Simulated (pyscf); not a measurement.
PySCF, gas phase, ωB97X-D3(BJ)/def2-SVP geometries.

Q: Estimate the classical barrier height and the reaction energy of H₃Si–O–SiH₂–AsH₂ (SMILES [SiH3]O[SiH2][AsH2]) → H₃Si–O–AsH₂ (SMILES [SiH3]O[AsH2]) + SiH₂ (SMILES [SiH2]) [singlet] at r²SCAN/def2-TZVP. The step runs on the singlet surface, breaks As–Si, O–Si and forms As–O; take the reactant's lowest minimum found as zero.

A: ΔE‡ = 3.22 eV, ΔE = +4.26 eV. ωB97M-D3(BJ)/def2-TZVP gives 3.24 eV and +3.93 eV. Zero-point energy shifts the barrier by -0.06 eV. It is a 1,1-elimination, with an imaginary mode of 314i cm⁻¹. On the product side the descent ends in an adduct with a O–Si contact, 1.04 eV under the separated species and 0.14 eV under the saddle at ωB97X-D3(BJ)/def2-TZVP. At r²SCAN the saddle lies under the separated products, which points to a path from their complex (located at ωB97X-D3(BJ) alone), and parting the products costs more than the saddle. What is counted as broken (O–Si) persists as a longer contact in the product adduct; parting that adduct is a step of its own. At ωB97X-D3(BJ) the barrier from the zero used here is 3.37 eV. The same reactants have a lower exit, to •H₂Si–O–SiH₃ + AsH₂• (no saddle counted: cutting one bond costs +3.01 eV at ωB97M-D3(BJ), against +3.24 eV here). H₃Si–O–AsH₂ lies 0.46 eV over its isomer HO–SiH₂–AsH₂ (electronic energy, ωB97M-D3(BJ)). This is the saddle that the search found; another between the same sides may lie lower. Elements up to Kr have no core potential and no relativistic terms here.
